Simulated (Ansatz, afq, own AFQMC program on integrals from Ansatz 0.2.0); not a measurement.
**Atomization energy of SiH3O, doublet**

```xyz
5

Si   -0.0866   -0.0323    0.5791
O     0.0885    0.0997   -1.0586
H     0.6425   -1.2281    1.1084
H     0.4860    1.2186    1.1449
H    -0.1194   -0.6729   -1.5864
```

Connectivity, by distances: SiH2–OH.

Atoms in their ground-state spins without spin–orbit coupling (mostly on UHF) minus the molecule (UHF), without zero-point energy. The geometry is a stationary point, not shown to be a minimum.

Basis cc-pVDZ. Only valence electrons are correlated. Ansatz 0.2.0 and our own AFQMC program on the same integrals; the CISD trial comes from CCSD amplitudes, and released means the phaseless constraint is let go. Uncertainties: one standard error, sampling alone. The errors of all members are added in quadrature.

No full CI on the walks' own integrals is used here; CCSDT(Q) serves as the reference and is uncertain by about the last step of the cluster series. Each member takes its own surest rung, up to full CI.

The best estimate is CCSD(T) at the basis-set limit (CBS: def2-TZVPP and def2-QZVPP, with their diffuse functions for anions and beside diffuse sets, CCSD(T) itself extrapolated) plus the step from CCSD(T) to CCSDT(Q) in cc-pVDZ. Rows without CBS are in cc-pVDZ, the functionals in def2-TZVP; B2PLYP and the wave-function rows carry a basis error of their own. Core correlation and relativity beyond core potentials are missing, and ± holds the sampling alone.

Best estimate: 1533.3 kJ/mol.

```
         level  atomization energy (kJ/mol)  error against the best estimate (kJ/mol)
            HF                       1025.6                                    -507.7
           MP2                       1362.8                                    -170.5
          CCSD                       1335.7                                    -197.6
       CCSD(T)                       1347.4                                    -185.9
         CCSDT                       1347.7                                    -185.6
      CCSDT(Q)                       1349.3                                    -184.0
 ph-AFQMC/CISD                 1349.6 ± 0.4                              -183.7 ± 0.4
released AFQMC                 1349.1 ± 0.5                              -184.2 ± 0.5
        HF/CBS                       1109.7                                    -423.6
       MP2/CBS                       1550.6                                      17.3
   CCSD(T)/CBS                       1531.5                                      -1.8
           PBE                       1519.1                                     -14.2
        r2SCAN                       1527.2                                      -6.1
          PBE0                       1491.9                                     -41.4
         B3LYP                       1510.7                                     -22.6
       wB97M-V                       1516.9                                     -16.4
        B2PLYP                       1497.1                                     -36.3
```

Correlation beyond CCSD(T) adds 1.8 kJ/mol. Going to the basis-set limit adds 184.1 kJ/mol at CCSD(T). The perturbative (T) step is worth +11.6 kJ/mol. The functionals spread over 35.3 kJ/mol; r2SCAN comes nearest and PBE0 is 41.4 kJ/mol too low.

Best estimates are given only where the step beyond CCSD(T) is under 0.3 eV and no member's determinant is very poor (T1 over 0.05, or 0.07 for open shells, ⟨S²⟩ too high by 0.3, two states mixed), so the hardest cases are missing from such tables.

The functionals ran in a triple-zeta set and keep a basis error of their own, a few kJ/mol for each bond in atomization energies and more for double hybrids, so close places among them and the extrapolated levels can swap.

CCSDT and higher add their correlation energy to the determinant of the CCSD(T) run, since their own runs factorise the integrals more tightly (a shift of under 2 meV). Each member of a difference takes its own highest rung, so a best estimate needn't equal the limit plus the step of one row. Released energies are given only where the last usable release times agree within the noise; a slower fall can still hide under it.
